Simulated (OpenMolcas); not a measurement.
How basis sets differ on SiNH5 (SMILES [SiH3]N)

SiNH5: 7 atoms, total charge 0, spin state singlet. As SMILES, `[SiH3]N`. Geometry: relaxed at PBE0-D4/def2-TZVP.

```xyz
7

Si   -0.4130   -0.2927   -0.4224
N     0.6118    0.3487    0.8013
H    -0.0183   -1.7063   -0.6533
H    -1.8132   -0.2171    0.0689
H    -0.3679    0.4027   -1.7440
H     0.3916    1.2382    1.2195
H     1.6091    0.2265    0.7299
```

Each level gives the dipole moment (D). The values are calculated.

```csv
level,kind,program,value (D),CPU time
HF/ANO-R0 (sfX2C),Hartree–Fock,OpenMolcas,2.47,4.2 s
HF/ANO-RCC-MB (DKH2),Hartree–Fock,OpenMolcas,1.21,2.3 s
HF/STO-3G,Hartree–Fock,OpenMolcas,0.96,1.8 s
HF/3-21G,Hartree–Fock,OpenMolcas,1.48,1.9 s
"HF/ANO-XS-VDZ (DKH2, RICD fitting)",Hartree–Fock,OpenMolcas,1.42,1.1 s
HF/def2-SVP (RICD fitting),Hartree–Fock,OpenMolcas,1.39,2.4 s
HF/def2-TZVP,Hartree–Fock,OpenMolcas,1.36,11 s
```

The values span 0.96 to 2.47 D. Magnitudes only. Sets without polarisation functions give poor dipoles. CPU times are rough (shared hosts, several kinds of processor and program).
